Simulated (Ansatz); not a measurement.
# B₃H (triplet): the correlation ladder, cc-pVDZ

How much of the correlation energy of B₃H (triplet) does each wave-function method recover here?

The runs use Ansatz 0.2.0, Gaussian basis; cc-pVDZ, core rule «outside noble gas», up to 3 orbitals frozen.

Plan: UHF; CCSD(T) on ROHF; CCSD(T) on UHF; BCCD(T) on ROHF; CISD; CCSDT(Q) on ROHF; CCSDT(Q) on UHF; CASSCF and NEVPT2, 10 electrons in 13 orbitals.

4 further runs of the same task are left out: 4 set aside as unsound or not needed.

## 1. The geometry

The geometry is a PBE0/def2-TZVP stationary point (not a proven minimum) of the parent state, kept for this charge and spin.

4 atoms, charge 0, spin multiplicity 3.

Atoms are counted from 1 here; the program's logs count them from 0.

Bond lengths: B1–B2 1.597 Å, B1–B3 1.597 Å, B1–H4 1.184 Å, B2–B3 1.488 Å. Angles: B2–B1–B3 55.5°, B2–B1–H4 152.2°, B3–B1–H4 152.2°, B1–B2–B3 62.2°, B1–B3–B2 62.2°.

## 2. UHF

File in.yaml:

```yaml
crystal:
  periodic: [false, false, false]
  atoms:
    - {symbol: B, position_ang: [0.000000, 0.000000, 0.877935]}
    - {symbol: B, position_ang: [0.000000, -0.744017, -0.535109]}
    - {symbol: B, position_ang: [0.000000, 0.744017, -0.535109]}
    - {symbol: H, position_ang: [0.000000, 0.000000, 2.062404]}
basis:
  gaussian: {orbitals: cc-pVDZ}
magnetization: {spin_polarized: true, initial_magnetization: 2}
hamiltonian: {xc: hf}
output: {orbitals: {seedname: orbitals}}
```

On the command line:

```sh
> ansatz run in.yaml --threads 1 --pin off --events-out ev --progress --plain --max-ram 2560MiB --backend cpu
```

Further steps of the session: CCSD(T) on ROHF; CCSD(T) on UHF; BCCD(T) on ROHF; CISD; CCSDT(Q) on ROHF; CCSDT(Q) on UHF; CASSCF and NEVPT2, 10 electrons in 13 orbitals.

Before running them: what should the planned runs give, taken together? Wanted: RCCSDT(Q) below the RHF energy; RMP2 from RCCSDT(Q); UMP2 from RCCSDT(Q); RCCSD from RCCSDT(Q); RCCSD(T) from RCCSDT(Q); UCCSD(T) from RCCSDT(Q); UCCSDT(Q) from RCCSDT(Q); NEVPT2 valence from RCCSDT(Q); T1 diagnostic.

The runs gave:

| quantity | value |
| --- | --- |
| RCCSDT(Q) below the RHF energy | -7.1203 eV |
| RMP2 from RCCSDT(Q) | +1257.5 meV |
| UMP2 from RCCSDT(Q) | +1627.4 meV |
| RCCSD from RCCSDT(Q) | +464.0 meV |
| RCCSD(T) from RCCSDT(Q) | +79.3 meV |
| UCCSD(T) from RCCSDT(Q) | +100.6 meV |
| UCCSDT(Q) from RCCSDT(Q) | -3.8 meV |
| NEVPT2 valence from RCCSDT(Q) | +724.1 meV |
| levels within 1 kcal/mol (43 meV) | RCCSDT, UCCSDT, UCCSDT(Q) |
| T1 diagnostic | 0.036 |
| effectively unpaired electrons | 2.16 |

**Reading.** RCCSD(T) lands +79.3 meV from the yardstick (1.1 % of the correlation energy). CCSD(T) misses by +79.3 meV on the restricted determinant and by +100.6 meV on the unrestricted one; the two need not hold the same state or core. One determinant dominates. Coupled cluster took another determinant than the lowest Hartree-Fock one. These misses are within one basis, not against nature; the frozen cores of restricted and unrestricted runs differ, which can shift their rows.
